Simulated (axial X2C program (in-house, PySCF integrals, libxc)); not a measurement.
# Linear NPO at several levels

How do method and spin–orbit coupling move the bonds and stretches of NPO, held linear?

Program: an in-house X2C program for linear molecules on PySCF integrals. Level of theory: all-electron X2C, two-component (2c) or spin-free, N dyall-av3z, P dyall-v3z, O dyall-av3z. These are calculated values, not measurements.

All values are calculated.

1 further run of the same task is left out (set aside as unsound or not needed).

### Step 1. Input

task.json reads:

```json
{
 "zs": [
  7,
  15,
  8
 ],
 "q": 0,
 "bas": [
  "dyall-av3z",
  "dyall-v3z",
  "dyall-av3z"
 ],
 "r0": [
  1.62,
  1.59
 ],
 "symm": 0,
 "scan": [
  "PBE0",
  "HF",
  "BHandHLYP"
 ],
 "levels": [
  "PBE0",
  "HF",
  "BHandHLYP"
 ],
 "nst": 2
}
```

Keys: zs atomic numbers; q charge; bas basis sets; r0 starting distance in Å; symm equal bonds; scan levels of the two-bond scan (MP2 follows by itself at each HF point); levels methods; nst determinants followed.

The run is started by

```console
> python solin.py task.json out
```

Masses N 14.003, P 30.974, O 15.995 u.

### Step 2. Scan at PBE0, 2c

State: Ω = 0 (all partner blocks equally filled). Energies above the lowest point, from the job's result record:

| r(N–P) (Å) | r(P–O) (Å) | E (meV) |
| --- | --- | --- |
| 1.4537 | 1.4332 | 91.55 |
| 1.4537 | 1.4700 | 46.19 |
| 1.4537 | 1.5067 | 86.10 |
| 1.4910 | 1.4332 | 45.09 |
| 1.4910 | 1.4700 | 0.00 |
| 1.4910 | 1.5067 | 40.26 |
| 1.4910 | 1.5435 | 147.79 |
| 1.5283 | 1.4332 | 88.79 |
| 1.5283 | 1.4700 | 44.12 |
| 1.5283 | 1.5067 | 84.87 |
| 1.5656 | 1.4700 | 160.03 |
| 1.5656 | 1.5435 | 310.24 |

A quadratic surface with cubic terms in each bond gives the minimum at 1.490 and 1.470 Å, force constants 10.5, 10.2 and coupling 0.06 mdyn/Å.

### Step 3. Scan at HF, 2c

State: Ω = 0 (all partner blocks equally filled). Energies above the lowest point, from the job's result record:

```
r(N–P) (Å)  r(P–O) (Å)  E (meV)
    1.4537      1.4332     0.00
    1.4537      1.4700    50.16
    1.4537      1.5067   180.36
    1.4910      1.4332    53.52
    1.4910      1.4700   106.44
    1.4910      1.5067   239.62
    1.4910      1.5435   433.26
    1.5283      1.4332   192.78
    1.5283      1.4700   248.95
    1.5283      1.5067   385.68
    1.5656      1.4700   456.93
    1.5656      1.5435   799.88
```

A quadratic surface with cubic terms in each bond gives the minimum at 1.453 and 1.433 Å, force constants 12.4, 12.1 and coupling 0.42 mdyn/Å.

### Step 4. Scan at BHandHLYP, 2c

State: Ω = 0 (all partner blocks equally filled). Energies above the lowest point, from the job's result record:

```csv
r(N–P) (Å),r(P–O) (Å),E (meV)
1.4537,1.4332,2.10
1.4537,1.4700,0.00
1.4537,1.5067,80.12
1.4910,1.4332,2.03
1.4910,1.4700,1.09
1.4910,1.5067,82.49
1.4910,1.5435,227.73
1.5283,1.4332,88.61
1.5283,1.4700,89.08
1.5283,1.5067,172.03
1.5656,1.4700,244.88
1.5656,1.5435,478.65
```

A quadratic surface with cubic terms in each bond gives the minimum at 1.472 and 1.452 Å, force constants 11.2, 10.9 and coupling 0.18 mdyn/Å.

### Step 5. Comparison

| level | r(N–P) (Å) | r(P–O) (Å) | lower stretch (cm⁻¹) | upper stretch (cm⁻¹) |
| --- | --- | --- | --- | --- |
| PBE0, 2c | 1.490 | 1.470 | 1081.4 | 1516.0 |
| HF, 2c | 1.453 | 1.433 | 1196.3 | 1629.9 |
| BHandHLYP, 2c | 1.472 | 1.452 | 1125.3 | 1559.3 |
| MP2, 2c | 1.534 | 1.493 | 975.3 | 1452.8 |
| PBE0, spin-free | 1.490 | 1.470 | 1081.5 | 1516.2 |
| HF, spin-free | 1.453 | 1.432 | 1196.4 | 1630.0 |
| BHandHLYP, spin-free | 1.472 | 1.452 | 1125.3 | 1559.5 |
| MP2, spin-free | 1.534 | 1.493 | 975.1 | 1453.0 |

Scans not shown above were run alike.

In words: Over the levels the N–P bond spans 1.453 to 1.534 Å and the P–O bond 1.432 to 1.493 Å. At PBE0 spin–orbit coupling leaves both bonds unchanged to 0.001 Å. Each state is one determinant, the lowest of a limited PBE0 search; the stretches come from a fit to few points and are good to some per cent at best. The lower stretch spreads by more than a fifth over the levels, so it depends strongly on the method. MP2 freezes inner shells (threshold -2 hartree). The molecule was held linear; bending was not examined, so a bent shape may lie lower.
